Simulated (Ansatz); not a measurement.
One change: `[CH2]1[AlH][SiH2]1` becomes `B1C[SiH2]1`.

Ansatz, PBE0-D4/def2-TZVP geometries, multiplicity 1. 

```tsv
property	`[CH2]1[AlH][SiH2]1`
HOMO–LUMO gap (PBE/def2-TZVPP) / eV	2.42
HOMO energy (B3LYP/def2-TZVPP) / eV	-5.85
HOMO–LUMO gap (ωB97M-V/def2-TZVPP) / eV	7.78
HOMO–LUMO gap (B3LYP/def2-TZVPP) / eV	3.80
HOMO energy (PBE/def2-TZVPP) / eV	-5.07
LUMO energy (ωB97M-V/def2-TZVPP) / eV	-0.20
```

Question: What does the change do to each property? (Estimate.)

Answer: Ansatz gave: 
```
                               property  `B1C[SiH2]1`  shift
    HOMO–LUMO gap (PBE/def2-TZVPP) / eV          3.49   1.07
    HOMO energy (B3LYP/def2-TZVPP) / eV         -6.75  -0.90
HOMO–LUMO gap (ωB97M-V/def2-TZVPP) / eV          9.45   1.67
  HOMO–LUMO gap (B3LYP/def2-TZVPP) / eV          5.06   1.26
      HOMO energy (PBE/def2-TZVPP) / eV         -5.94  -0.87
  LUMO energy (ωB97M-V/def2-TZVPP) / eV          0.43   0.63
```

With PBE0 the HOMO falls by 0.92 eV and the LUMO rises by 0.36 eV, so the gap widens by about 1.28 eV. PBE moves the HOMO by -0.87 eV and ωB97M-V by -1.04 eV.

B3LYP here is the variant with VWN-RPA as its local correlation; programs differ in this.
